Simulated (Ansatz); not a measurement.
Forces away from equilibrium

C2F4 (SMILES FC(F)=C(F)F), closed shell, displaced at random from its PBE0-D4/def2-TZVP minimum.

| atom | x (Å) | y (Å) | z (Å) |
| --- | --- | --- | --- |
| F1 | 1.1144 | -1.1810 | -0.7237 |
| C2 | 0.1915 | -0.5488 | 0.0271 |
| F3 | -0.2569 | -1.5252 | 0.8136 |
| C4 | -0.1469 | 0.6394 | 0.0000 |
| F5 | 0.4359 | 1.4568 | -0.8760 |
| F6 | -1.1426 | 1.0499 | 0.7314 |

Computed with Ansatz 0.2.0 (basis: def2-TZVPP); correlated methods freeze the cores.

CCSD(T) forces from the calculation:
| atom | Fx | Fy | Fz (eV/Å) |
| --- | --- | --- | --- |
| F1 | -0.178 | 1.615 | -0.181 |
| C2 | 3.184 | -9.665 | -0.005 |
| F3 | -0.873 | 1.057 | 0.469 |
| C4 | -1.048 | 5.310 | -1.143 |
| F5 | -0.764 | 0.442 | 0.682 |
| F6 | -0.322 | 1.240 | 0.178 |

Problem. Which atom feels the largest CCSD(T) force, and how large is it?

Solution. C2, 10.18 eV/Å, along (0.31, -0.95, 0.00).

Root-mean-square difference of the force components from those of CCSD(T): PBE-D4 0.334; r2SCAN-D4 0.163; PBE0-D4 0.162; wB97M-V 0.232 eV/Å.

T1 diagnostic: at most 0.013. These are differences at one structure, and CCSD(T) in triple zeta is itself an approximation.

For scale, one of the runs: CCSD(T)/def2-TZVPP forces, 186 basis functions (an equivalent command: `ansatz run in.yaml --threads 4`). Hardware: 4 CPU threads, shared host. Wall time 13 min; peak host memory 4.4 GiB.
